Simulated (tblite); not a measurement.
Species: C2H5P2 (charge -1).
Z-matrix (Å and degrees, GFN2-xTB geometry), rows numbered from 1:
```
C 
C   1  1.3375
P   2  1.7784  1  125.47
P   3  2.1101  2   95.96  1   179.91
H   1  1.0820  2  121.83  3  -179.94
H   1  1.0782  2  121.59  3    -0.03
H   2  1.0883  1  119.16  3  -179.99
H   4  1.3981  3  100.74  2  -134.98
H   4  1.3984  3  100.99  2   133.85
```

Calculated harmonic vibrations of the isolated species, GFN2-xTB (tblite), most abundant isotopes, no scaling. Against measured fundamentals such values can be off by several per cent, at times by over 20. Modes of hydrogen on phosphorus can be 10 to 20 % off. One conformer, not necessarily the lowest.

Harmonic wavenumbers (cm⁻¹): 95.5, 173.8, 178.3, 343.2, 529.8, 555.8, 709.3, 717.9, 743.3, 786.2, 951.3, 1019.7, 1195.5, 1250.4, 1399.0, 1595.5, 2137.1, 2207.1, 2951.0, 3024.2, 3083.3.

A = 13674, B = 2329, C = 2021 MHz; mass 90.987 u (most abundant isotopes); point group Cs, symmetry number 1.

Problem. Zero-point energy?

Solution. ½Σν̃ = 12824 cm⁻¹ = 153.40 kJ/mol.

Problem. Give the ideal-gas entropy at 273.15 K and 1 bar in the rigid-rotor, harmonic-oscillator model (classical rotation).

Solution. Translation 163.29, rotation 107.76, vibration 45.15: S = 316.2 J/(mol K).

Problem. And Cp and H(273.15 K) − H(0)?

Solution. Cp = 86.85 J/(mol K), of which vibrations give 53.59 (their classical limit is 21 R = 174.6); H(273.15 K) − H(0) = 16.12 kJ/mol without the zero-point energy, 7.04 from vibrations.

Problem. Blend soft modes into free rotors: weight 1/[1 + (100 cm⁻¹/ν̃)⁴] for the oscillator and the rest for a rotor with moment μB/(μ + B), μ = h/(8π²ν), B = 10⁻⁴⁴ kg m². What vibrational entropy results?

Solution. 43.89 J/(mol K) in place of 45.15, which changes −T·S at 273.15 K by +0.34 kJ/mol.

Problem. What must be added to the electronic energy to get the Gibbs energy at 273.15 K and 1 bar?

Solution. ZPE + [H(273.15 K) − H(0)] − T·S = 153.40 + 16.12 − 86.37 = 83.15 kJ/mol.

Problem. How do the functions run with temperature in this model?

Solution. 
```
 T (K)  S (J/(mol K))  Cp (J/(mol K))  H − H(0) (kJ/mol)  G − H(0) (kJ/mol)  ln q(vib)
    50          217.3            40.6               1.77              -9.10       0.08
   100          249.4            52.4               4.11             -20.82       0.47
298.15          324.0            91.7              18.35             -78.25       2.62
373.15          346.1           105.1              25.74            -103.39       3.48
   500          379.5           123.4              40.29            -149.46       4.93
   750          434.7           148.5              74.53            -251.48       7.69
  1000          479.8           164.9             113.84            -365.96      10.22
```

q(vib) and H(0) count from the zero-point level.

Problem. Which modes carry the vibrational entropy at 273.15 K?

Solution. 95.5 cm⁻¹: 14.11; 173.8 cm⁻¹: 9.33; 178.3 cm⁻¹: 9.14; 343.2 cm⁻¹: 4.44; 529.8 cm⁻¹: 2.04; 555.8 cm⁻¹: 1.83 J/(mol K); the other 15 give 4.25 together.

Hindered rotation and anharmonicity are outside this model. Other conformers, if any are populated, would add a mixing term that is left out.
